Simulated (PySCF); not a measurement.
Molecule: `C/C=C(\C)F`, C$_{4}$H$_{7}$F.

Atom-mapped SMILES (the numbers label the heavy atoms): `[CH3:1]/[CH:2]=[C:3](\[CH3:4])[F:5]`; H(Xn) means a hydrogen on atom n.

Geometry PBE0-D3(BJ)/def2-SVP throughout; GIAO in PySCF 2.14.0 with density-fitted response routines, gas phase, one conformer, non-relativistic; equivalent atoms averaged; basis pcSseg-2.

Task: How do the absolute shieldings σ depend on the functional? (ppm; last column core-seconds on shared hosts with different chips, so compare them loosely; the GGAs took longer than the global hybrids here, which isn't the general rule, and the cause wasn't traced)

Result: 
```csv
functional,kind,C3,C2,C4,C1,F5,H(C2),H(C4),H(C1),core-s
HF,Hartree–Fock,25.2,81.9,177.3,179.3,329.5,26.42,29.81,30.04,30
LDA,LDA,5.3,69.3,166.8,166.5,245.5,25.55,28.94,29.10,56
PBE,GGA,9.1,72.0,165.1,164.5,248.0,26.04,29.33,29.48,72
BLYP,GGA,3.5,67.2,160.5,159.8,251.0,26.27,29.48,29.63,72
BP86,GGA,9.2,72.0,164.5,164.1,250.5,26.13,29.39,29.54,67
OPBE,GGA,20.5,80.5,169.7,169.2,253.2,26.07,29.39,29.53,70
KT2,GGA,19.8,81.7,168.5,167.7,253.8,26.16,29.31,29.47,72
KT3,GGA,20.5,81.1,167.1,166.1,257.6,26.34,29.48,29.63,69
B97-D,GGA,13.0,74.4,164.2,163.6,259.0,26.33,29.52,29.67,66
B3LYP,global hybrid,7.4,69.4,164.7,164.9,270.4,26.23,29.51,29.69,54
PBE0,global hybrid,13.8,74.5,169.6,170.2,272.2,26.05,29.42,29.59,57
```

Task: Which nucleus moves most, in ppm?

Result: F5 (vinylic fluorine): from 245.5 ppm with LDA to 329.5 ppm with HF. The smallest spread is 0.87 ppm, at H(C4). Proton shifts span only some 12 ppm, so a few tenths of a ppm matter as much there as several ppm in carbon.
